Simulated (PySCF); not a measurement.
**Molecular orbitals of LiSi⁺**

UHF at R = 2.805 Å; basis Li 6-31G(d,p), Si 6-31G(d,p); no relativity; PySCF 2.14. State: ³Π (triplet), unpaired electrons σ ↑, π ↑. Only the outer orbitals are listed, counted within each symmetry.

| spin | orbital | occ. | ε (eV) | on Li (%) | main shells (%) |
| --- | --- | --- | --- | --- | --- |
| α | 5σ | 1 | -22.11 | 4 | 96 Si s |
| α | 6σ | 1 | -13.88 | 20 | 79 Si p, 10 Li s, 9 Li p |
| α | 2π | 1 | -13.16 | 2 | 98 Si p |
| α | 2π | 0 | -5.09 | 15 | 85 Si p, 14 Li p |
| α | 7σ | 0 | -4.16 | 99 | 84 Li s, 15 Li p |
| α | 3π | 0 | -2.74 | 100 | 100 Li p |
| β | 5σ | 1 | -17.90 | 2 | 96 Si s |
| β | 6σ | 0 | -4.63 | 75 | 73 Li s, 24 Si p |
| β | 2π | 0 | -4.39 | 22 | 78 Si p, 21 Li p |
| β | 2π | 0 | -3.53 | 47 | 52 Si p, 47 Li p |

Problem. Which are the highest filled and the lowest empty level, where do they sit, and how wide is the gap?

Solution. Highest filled α 2π at -13.16 eV (in %: 98 Si p); lowest empty α 2π at -5.09 eV (in %: 85 Si p, 14 Li p); the gap at UHF is 8.07 eV. Both belong to one degenerate shell, split only by its one-sided filling, so this is no excitation gap.

```
bond order (Mayer)                                                                                                 : 0.44
⟨S²⟩                                                                                                               : 2.008
charge on Li (Mulliken, basis-dependent)                                                                           : 0.72
charge on Li (Löwdin, basis-dependent)                                                                             : 0.48
dipole moment (positive dipole points towards Si; it is taken about the centre of mass and depends on that origin) : -7.81 D
polarisability along the bond                                                                                      : 40.5 bohr³
polarisability across the bond                                                                                     : 24.3 bohr³
```

The state is the lowest determinant that a PBE0 search found; another state may lie lower at other levels.
